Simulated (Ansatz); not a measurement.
# AlNH+ (triplet): wave-function methods side by side, def2-QZVPP

An exercise on one series of results from a longer session: the logs are not shown, and one member is left open.

Computed with Ansatz 0.2.0, Gaussian basis. Level: def2-QZVPP, core rule «outside noble gas», up to 6 orbitals frozen.

To be run: UHF; ROHF; CCSD(T) on UHF.

2 further runs of the same task are left out: 2 set aside as unsound or not needed.

### What is computed

The geometry is a PBE0/def2-TZVP stationary point (not a proven minimum) of the parent state, kept for this charge and spin.

3 atoms, charge 1, spin multiplicity 3.

Atoms are counted from 1 here; the program's logs count them from 0.

Bond lengths: Al1–N2 1.733 Å, Al1–H3 1.580 Å. Angles: N2–Al1–H3 180.0°.

The first run:

in.yaml

```yaml
crystal:
  periodic: [false, false, false]
  atoms:
    - {symbol: Al, position_ang: [0.000000, 0.000000, 0.050833]}
    - {symbol: N, position_ang: [0.000000, 0.000000, -1.681761]}
    - {symbol: H, position_ang: [0.000000, 0.000000, 1.630928]}
basis:
  gaussian: {orbitals: "def2-QZVPP.json"}
total_charge: 1
magnetization: {spin_polarized: true, initial_magnetization: 2}
hamiltonian: {xc: hf}
output: {orbitals: {seedname: orbitals}}
```

Command:

```
$ ansatz run in.yaml --threads 1 --pin off --events-out ev --progress --plain --max-ram 4096MiB --backend cpu
```

Steps of the session up to this table: UHF; ROHF; CCSD(T) on UHF.

One table of the session follows, with a row left open; its other results are not shown here.

It belongs to the step «Misses and costs». 

| method | from UCCSD(T) (meV) |
| --- | --- |
| ROHF | ? |
| UHF | +5957.6 |
| UMP2 | +844.6 |
| UCCSD | +185.0 |
| UCCSD(T) | 0 |

**Question.** Estimate the row for ROHF.

As computed: from UCCSD(T) (meV): +6108.6. In the column «from UCCSD(T) (meV)» it is the highest.
